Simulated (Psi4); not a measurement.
The standard entropy of H2O (water) from a frequency calculation

A singlet with charge 0, relaxed at MP2/def2-SVP (density fitting, density fitting for correlation), 1 core orbital frozen (Psi4 1.11):

```xyz
3

O    -0.3044    0.2013   -0.1414
H     0.4751    0.5301    0.3178
H    -0.1459   -0.7478   -0.1649
```

Harmonic wavenumbers in cm⁻¹: 1655, 3895, 4011.

Masses in u: O 15.999, H 1.008. Take T = 298.15 K, p = 1 bar, R = 8.3145 J/(mol K), kT/hc = 207.22 cm⁻¹, rigid rotor and harmonic oscillator.

Task: Work out S° at 298 K.

Result: 
1. Translation (Sackur–Tetrode): S = R[3/2 ln M + 5/2 ln T − 1.1517] with M = 18.015 gives 144.9 J/(mol K).
2. Rotation: principal moments 0.651, 1.135, 1.786 u Å² give A, B, C = 25.8946, 14.8546, 9.4395 cm⁻¹; the symmetry number is σ = 2; q = (√π/σ)√((kT/hc)³/ABC) = 44; S = R(ln q + 3/2) = 43.9.
3. Vibration: with u = ν̃/207.22, each mode gives R[u/(eᵘ − 1) − ln(1 − e⁻ᵘ)]; the sum is 0.0.
4. Spin: R ln 1 = 0.0.
5. Sum: 144.9 + 43.9 + 0.0 + 0.0 = 188.8 J/(mol K).

The tabulated value is 188.8 J/(mol K) (CRC Handbook of Chemistry and Physics): the model is off by 0.0.
